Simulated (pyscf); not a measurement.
Optimised with ωB97X-D3(BJ)/def2-SVP in PySCF.

Q: Estimate by transition-state theory (the high-pressure limit) the rate constant of Cl–GaH₂ (SMILES [Cl][GaH2]) + H₂C=CH₂ (SMILES C=C) → H₃C–CH₂–GaH–Cl (SMILES C[CH2][GaH][Cl]) (singlet surface; Ga–H broken, C–Ga, C–H formed) at 900 K, with ωB97M-D3(BJ)/def2-TZVP energies (ideal gas, 1 atm, RRHO with modes under 100 cm⁻¹ raised to 100, one conformer, R ln 2 for rigid chiral ones; no tunnelling).

A: The electronic barrier is 11.0 kcal/mol and the thermal terms add +34.5, so ΔG‡ = 45.5 kcal/mol. With k_BT/h = 1.88e+13 s⁻¹ and RT = 1.788 kcal/mol, and a volume of 1.23e-19 cm³ per molecule at 1 atm, k = 2.0e-17 cm³ molecule⁻¹ s⁻¹. The product is born with the 43 kcal/mol of the reverse barrier and needs collisions to keep. Wigner's tunnelling factor for 867i cm⁻¹ would be 1.08. A shift of 1 kcal/mol in the barrier changes k by a factor 1.7. On the reactant side the descent ends in a bound adduct, 12.9 kcal/mol under the separated species and 20.4 kcal/mol under the saddle at ωB97X-D3(BJ)/def2-TZVP. At the saddle there is also a short C–Ga contact that neither side keeps. At ωB97X-D3(BJ) the barrier from the zero used here is 7.6 kcal/mol. H₃C–CH₂–GaH–Cl lies 11.8 kcal/mol over its isomer H₃C–Ga(CH₃)–Cl, and others may lie lower still (electronic energy, ωB97M-D3(BJ)). This is the saddle that the search found; another between the same sides may lie lower. Elements up to Kr have no core potential and no relativistic terms here.
